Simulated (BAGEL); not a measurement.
# singlet C2H7Si+, step by step

Wanted: the energy (singlet C2H7Si+, HF/cc-pVDZ), then the energy (doublet C2H7Si, NEVPT2(3,3)/cc-pVDZ), then a single-point energy (doublet C2H7Si, CASPT2(3,3)/cc-pVDZ) of C2H7Si. 

Program for the calculation: BAGEL 1.2.2.

### 1 The structure to begin with

The species is C2H7Si+ (10 atoms), meant as a singlet with charge +1. As SMILES of the parent species, `C[SiH]C`. The shape is that of a PBE0-D4/def2-TZVP optimisation. That shape belongs to the parent species and isn't relaxed for this state.

Bond lengths: C1–Si2 1.877 Å, Si2–C3 1.877 Å, C1–H4 1.095 Å, C1–H5 1.092 Å, C1–H6 1.092 Å, Si2–H7 1.495 Å, C3–H8 1.092 Å, C3–H9 1.092 Å, C3–H10 1.095 Å. Some angles: C1–Si2–C3 111.8°, C1–Si2–H7 110.2°, C3–Si2–H7 110.2°, Si2–C1–H4 110.5°, Si2–C1–H5 111.1°, Si2–C1–H6 111.0°, Si2–C3–H8 111.0°, Si2–C3–H9 111.1°, Si2–C3–H10 110.5°, H4–C1–H5 108.0°.

### 2 The energy at HF/cc-pVDZ (density fitting with svp-jkfit) (run 1)

input.json reads:

```json
{ "bagel" : [

{
  "title" : "molecule",
  "basis" : "cc-pvdz.json",
  "df_basis" : "svp-jkfit",
  "angstrom" : false,
  "geometry" : [
    { "atom" : "C", "xyz" : [ -2.01315170,  1.37761034, -1.65575535 ] },
    { "atom" : "Si", "xyz" : [  1.09506983,  1.27821075,  0.04972247 ] },
    { "atom" : "C", "xyz" : [  1.40781951, -1.63140056,  2.05377703 ] },
    { "atom" : "H", "xyz" : [ -2.21799801, -0.27155364, -2.88936857 ] },
    { "atom" : "H", "xyz" : [ -2.16451876,  3.07137187, -2.82417302 ] },
    { "atom" : "H", "xyz" : [ -3.58877888,  1.37553165, -0.32200933 ] },
    { "atom" : "H", "xyz" : [  3.22592501,  1.42107405, -1.79937454 ] },
    { "atom" : "H", "xyz" : [ -0.08222954, -1.71020214,  3.48052025 ] },
    { "atom" : "H", "xyz" : [  3.22781474, -1.67165173,  3.02471831 ] },
    { "atom" : "H", "xyz" : [  1.26665697, -3.33536661,  0.88743806 ] }
  ]
},
{
  "title" : "hf",
  "charge" : 1
},
{
  "title" : "print",
  "file" : "orbitals.molden",
  "orbitals" : true
}

]}
```

The basis set cc-pVDZ is read from a file made from the Basis Set Exchange's data (not shown).

Run with:

```sh
$ BAGEL_NUM_THREADS=1 BAGEL input.json > input.out
```

What it wrote:

```text
* using 1 threads per process

  ===============================================================
  ===============================================================

  *** Geometry ***

  { "atom" : "C", "xyz" : [     -2.013152,      1.377610,     -1.655755 ] },
  { "atom" : "Si", "xyz" : [      1.095070,      1.278211,      0.049722 ] },
  { "atom" : "C", "xyz" : [      1.407820,     -1.631401,      2.053777 ] },
[... 6 lines of this table left out ...]
  { "atom" : "H", "xyz" : [      1.266657,     -3.335367,      0.887438 ] },

  Number of auxiliary basis functions:      404

  Since a DF basis is specified, we compute 2- and 3-index integrals:
    o Being stored without compression. Storage requirement is 0.021 GB

  Number of basis functions:       81
  Number of electrons      :       33

    * METHOD: MOLECULE                             0.15

  *** RHF ***

  === Nuclear Repulsion ===
   105.4281576466

      * DIIS with orbital gradients will be used.

  === RHF iteration (cc-pvdz.json) ===
      0       -368.30068829          0.01411847           0.04
      1       -368.42686674          0.00648440           0.04
      2       -368.44745328          0.00152282           0.04
[... 8 lines of this table left out ...]
     11       -368.44940217          0.00000001           0.04
    * SCF iteration converged.

    * Permanent dipole moment:
           (   -0.270080,    -0.613052,    -0.248159) a.u.

    * METHOD: HF                                   0.56

    * METHOD: PRINT                                0.01

  ===============================================================
```

Wall time 0.88 s (1 thread of Arm Neoverse V2, shared host); peak memory 0.14 GiB.

### 3 Doublet neutral C2H7Si: the energy at NEVPT2(3,3)/cc-pVDZ (density fitting with svp-jkfit) (run 2)

nevpt2.json reads:

```json
{ "bagel" : [

{
  "title" : "molecule",
  "basis" : "cc-pvdz.json",
  "df_basis" : "svp-jkfit",
  "geometry" : [
    { "atom" : "C", "xyz" : [    -2.01315170,     1.37761034,    -1.65575535 ] },
    { "atom" : "Si", "xyz" : [     1.09506983,     1.27821075,     0.04972247 ] },
    { "atom" : "C", "xyz" : [     1.40781951,    -1.63140056,     2.05377703 ] },
    { "atom" : "H", "xyz" : [    -2.21799801,    -0.27155364,    -2.88936857 ] },
    { "atom" : "H", "xyz" : [    -2.16451876,     3.07137187,    -2.82417302 ] },
    { "atom" : "H", "xyz" : [    -3.58877888,     1.37553165,    -0.32200933 ] },
    { "atom" : "H", "xyz" : [     3.22592501,     1.42107405,    -1.79937454 ] },
    { "atom" : "H", "xyz" : [    -0.08222954,    -1.71020214,     3.48052025 ] },
    { "atom" : "H", "xyz" : [     3.22781474,    -1.67165173,     3.02471831 ] },
    { "atom" : "H", "xyz" : [     1.26665697,    -3.33536661,     0.88743806 ] }
  ]
},

{ "title" : "hf", "charge" : 1 },

{ "title" : "casscf", "nstate" : 1, "nact" : 3, "nclosed" : 15, "nspin" : 1, "active" : [8, 17, 25], "maxiter" : 200, "natocc" : true },

{
  "title" : "nevpt2",
  "nstate" : 1,
  "nact" : 3,
  "nclosed" : 15,
  "nspin" : 1,
  "active" : [8, 17, 25],
  "maxiter" : 200,
  "natocc" : true,
  "ncore" : 7
},

{ "title" : "print", "file" : "orbitals.molden", "orbitals" : true }

]}
```

The basis set cc-pVDZ is read from a file made from the Basis Set Exchange's data (not shown).

Run with:

```sh
$ BAGEL_NUM_THREADS=1 BAGEL nevpt2.json > nevpt2.out
```

What it wrote:

```text
* using 1 threads per process

  ===============================================================
  ===============================================================

  *** Geometry ***

  { "atom" : "C", "xyz" : [     -2.013152,      1.377610,     -1.655755 ] },
  { "atom" : "Si", "xyz" : [      1.095070,      1.278211,      0.049722 ] },
  { "atom" : "C", "xyz" : [      1.407820,     -1.631401,      2.053777 ] },
[... 6 lines of this table left out ...]
  { "atom" : "H", "xyz" : [      1.266657,     -3.335367,      0.887438 ] },

[... 23 lines left out ...]
    * SCF iteration converged.
[... 1 line left out ...]
    * Permanent dipole moment:
[... 28 lines left out ...]
    * Second-order optimization converged. *
[... 13 lines left out ...]
     * ci vector, state   0, <S^2> = 0.7500
[... 3 lines left out ...]
    * METHOD: CASSCF                               4.64

    * freezing 7 orbitals

  === DF-NEVPT2 calculation ===

    * 3-index integral transformation done
    * assembly done

      NEVPT2 correlation energy:   -0.3637290065      0.12

          (+0)     -0.2837611383
          (+0)'    -0.0173674796
          (+1)     -0.0095266828
          (+1)'    -0.0001910612
          (+2)     -0.0002079466
          (-1)     -0.0425623922
          (-1)'    -0.0003255962
          (-2)     -0.0097867096

      NEVPT2 total energy:       -369.0962528328

    * METHOD: NEVPT2                               0.21

    * METHOD: PRINT                                0.01

  ===============================================================
```

Wall time 6 s (1 thread of Arm Neoverse V2, shared host); peak memory 0.14 GiB.

### 4 Doublet neutral C2H7Si: a single-point energy at CASPT2(3,3)/cc-pVDZ (density fitting with svp-jkfit) (run 3)

calc.json reads:

```json
{ "bagel": [

{
  "title": "molecule",
  "basis": "cc-pvdz.json",
  "df_basis": "svp-jkfit",
  "geometry": [
    { "atom": "C", "xyz": [    -2.01315170,     1.37761034,    -1.65575535 ] },
    { "atom": "Si", "xyz": [     1.09506983,     1.27821075,     0.04972247 ] },
    { "atom": "C", "xyz": [     1.40781951,    -1.63140056,     2.05377703 ] },
    { "atom": "H", "xyz": [    -2.21799801,    -0.27155364,    -2.88936857 ] },
    { "atom": "H", "xyz": [    -2.16451876,     3.07137187,    -2.82417302 ] },
    { "atom": "H", "xyz": [    -3.58877888,     1.37553165,    -0.32200933 ] },
    { "atom": "H", "xyz": [     3.22592501,     1.42107405,    -1.79937454 ] },
    { "atom": "H", "xyz": [    -0.08222954,    -1.71020214,     3.48052025 ] },
    { "atom": "H", "xyz": [     3.22781474,    -1.67165173,     3.02471831 ] },
    { "atom": "H", "xyz": [     1.26665697,    -3.33536661,     0.88743806 ] }
  ]
},

{ "title": "hf", "charge": 1 },

{ "title": "casscf", "nstate": 1, "nact": 3, "nclosed": 15, "nspin": 1, "active": [8, 17, 25], "maxiter": 200, "natocc": true },

{ "title": "print", "file": "orbitals.molden", "orbitals": true },

{ "title": "smith", "method": "caspt2", "ms": true, "xms": true, "sssr": true, "shift": 0.2, "shift_imag": true, "ncore": 7 }

]}
```

The basis set cc-pVDZ is read from a file made from the Basis Set Exchange's data (not shown).

Run with:

```sh
$ BAGEL_NUM_THREADS=1 BAGEL calc.json > calc.out
```

What it wrote:

```text
* using 1 threads per process

  ===============================================================
  ===============================================================

  *** Geometry ***

  { "atom" : "C", "xyz" : [     -2.013152,      1.377610,     -1.655755 ] },
  { "atom" : "Si", "xyz" : [      1.095070,      1.278211,      0.049722 ] },
  { "atom" : "C", "xyz" : [      1.407820,     -1.631401,      2.053777 ] },
[... 6 lines of this table left out ...]
  { "atom" : "H", "xyz" : [      1.266657,     -3.335367,      0.887438 ] },

[... 25 lines left out ...]
    * Permanent dipole moment:
[... 42 lines left out ...]
     * ci vector, state   0, <S^2> = 0.7500
[... 21 lines left out ...]
       #      aibj      arbs      arbi      airj      risj      airs      arst      rist         Etot      error   time
[... 9 lines left out ...]
      ------------------------------------------------------------------------------------------------------------------

    * CASPT2 energy : state  0     -369.1033845150
        w/o shift correction       -369.1009624394
        reference weight              0.8773014156

    * METHOD: SMITH                                0.44

  ===============================================================
```

Run time: 6 s. Hardware: 1 thread of Arm Neoverse V2, shared host; peak memory 0.14 GiB.

### 5 What came out

```
                                   quantity          value
            run 1, HF/cc-pVDZ: total energy  -368.44940 Eh
             run 1, HF/cc-pVDZ: HOMO energy      -17.94 eV
             run 1, HF/cc-pVDZ: LUMO energy       -6.34 eV
           run 1, HF/cc-pVDZ: HOMO–LUMO gap       11.59 eV
doublet neutral C2H7Si, run 2: total energy  -369.09625 Eh
doublet neutral C2H7Si, run 3: total energy  -369.10338 Eh
```
